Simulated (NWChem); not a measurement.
System: chloromethane (CH$_{3}$Cl); SMILES CCl

Input file for NWChem:

```
start job
memory heap 200 mb stack 900 mb global 1100 mb
geometry units angstroms noautoz
  C      0.000000     0.000000    -1.110906
  Cl     0.000000     0.000000     0.664417
  H      0.732981     0.732981    -1.470125
  H      0.268290    -1.001270    -1.470125
  H     -1.001270     0.268290    -1.470125
end
basis spherical
  * library def2-tzvpd
end
dft
  xc slater vwn_5
  iterations 150
  mulliken
end
task dft energy
```

Output (shortened):

```
             Northwest Computational Chemistry Package (NWChem) 7.3.0
             --------------------------------------------------------

 C3V symmetry detected

                             Geometry "geometry" -> ""
                             -------------------------

 Output coordinates in angstroms (scale by  1.889725989 to convert to a.u.)

  No.       Tag          Charge          X              Y              Z
 ---- ---------------- ---------- -------------- -------------- --------------
    1 C                    6.0000    -0.00000000    -0.00000000    -1.11933977
    2 Cl                  17.0000     0.00000000    -0.00000000     0.65598323
    3 H                    1.0000     0.73298074     0.73298074    -1.47855877
    4 H                    1.0000     0.26828957    -1.00127031    -1.47855877
    5 H                    1.0000    -1.00127031     0.26828957    -1.47855877

 Effective nuclear repulsion energy (a.u.)      51.3434382480

      Symmetry information
      --------------------

 Group name             C3v
 Group number             17
 Group order               6
 No. of unique centers     3

                                 NWChem DFT Module
                                 -----------------

 Summary of "ao basis" -> "ao basis" (spherical)
 ------------------------------------------------------------------------------
       Tag                 Description            Shells   Functions and Types
 ---------------- ------------------------------  ------  ---------------------
 C                         def2-tzvpd               13       37   6s3p3d1f
 Cl                        def2-tzvpd               16       46   6s6p3d1f
 H                         def2-tzvpd                5        9   3s2p

      Symmetry analysis of basis
      --------------------------

        a1         38
        a2          4
        e          68

  Rotation of axis

            General Information
            -------------------
          SCF calculation type: DFT
          Wavefunction type:  closed shell.
          No. of atoms     :     5
          No. of electrons :    26
           Alpha electrons :    13
            Beta electrons :    13
          Charge           :     0
          Spin multiplicity:     1
          Use of symmetry is: on ; symmetry adaption is: on
          Maximum number of iterations: 150
          AO basis - number of functions:   110
                     number of shells:    44
          Convergence on energy requested:  1.00D-06
          Convergence on density requested:  1.00D-05
          Convergence on gradient requested:  5.00D-04

              XC Information
              --------------
                        Slater Exchange Functional  1.000 local
                      VWN V Correlation Functional  1.000 local

             Grid Information
             ----------------
          Grid used for XC integration:  medium
          Radial quadrature: Mura-Knowles
          Angular quadrature: Lebedev.
          Tag              B.-S. Rad. Rad. Pts. Rad. Cut. Ang. Pts.
          ---              ---------- --------- --------- ---------
          C                   0.70       49          11.0       434
          Cl                  1.00       88          11.0       590
          H                   0.35       45          11.0       434
          Grid pruning is: on
          Number of quadrature shells:   182
          Spatial weights used:  Erf1

      Superposition of Atomic Density Guess
      -------------------------------------

 Sum of atomic energies:        -498.64866521

      Non-variational initial energy
      ------------------------------

 Total energy =    -499.366110
 1-e energy   =    -788.514245
 2-e energy   =     237.804697
 HOMO         =      -0.384144
 LUMO         =       0.029283

      Symmetry analysis of molecular orbitals - initial
      -------------------------------------------------

  Numbering of irreducible representations:

     1 a1          2 a2          3 e

  Orbital symmetries:

     1 a1          2 a1          3 a1          4 a1          5 e
     6 e           7 a1          8 a1          9 e          10 e
    11 a1         12 e          13 e          14 a1         15 a1
    16 e          17 e          18 a1         19 e          20 e
    21 a1         22 e          23 e

     ---------------------------------------------
      Total Density - Mulliken Population Analysis
     ---------------------------------------------

    Atom       Charge   Shell Charges
 -----------   ------   -------------------------------------------------------
    1 C    6     6.17   0.86  1.12  0.54  0.69 -0.02  0.01  1.12  1.33  0.48  0.01  0.05 -0.01  0.00
    2 Cl  17    17.35   2.01  0.45  1.52  1.10  0.87  0.02  4.19  1.69  1.10  2.88  1.47  0.02  0.01  0.03  0.00  0.00
    3 H    1     0.83   0.24  0.45  0.08  0.02  0.03
    4 H    1     0.83   0.24  0.45  0.08  0.02  0.03
    5 H    1     0.83   0.24  0.45  0.08  0.02  0.03

   convergence    iter        energy       DeltaE   RMS-Dens  Diis-err
 ---------------- ----- ----------------- --------- --------- ---------
 d= 0,ls=0.0,diis     1   -498.2250996101 -5.50D+02  1.02D-02  1.29D+00
 d= 0,ls=0.0,diis     2   -498.2070377739  1.81D-02  6.50D-03  4.75D-01
 d= 0,ls=0.0,diis     3   -498.2051039570  1.93D-03  3.16D-03  4.63D-01
 d= 0,ls=0.0,diis     4   -498.2651712298 -6.01D-02  1.61D-04  3.91D-04
 d= 0,ls=0.0,diis     5   -498.2652048688 -3.36D-05  5.88D-05  1.04D-04
  Resetting Diis
 d= 0,ls=0.0,diis     6   -498.2652159114 -1.10D-05  1.28D-05  1.11D-06
 d= 0,ls=0.0,diis     7   -498.2652160387 -1.27D-07  5.33D-06  8.30D-08

         Total DFT energy =     -498.265216038700
      One electron energy =     -790.260796836633
           Coulomb energy =      273.498170140858
    Exchange-Corr. energy =      -32.846027590920
 Nuclear repulsion energy =       51.343438247994

 Numeric. integr. density =       25.999999054577

[...]
```

Level: LDA (Slater exchange, VWN5)/def2-TZVPD. The geometry was optimised at PBE0/def2-SVP.
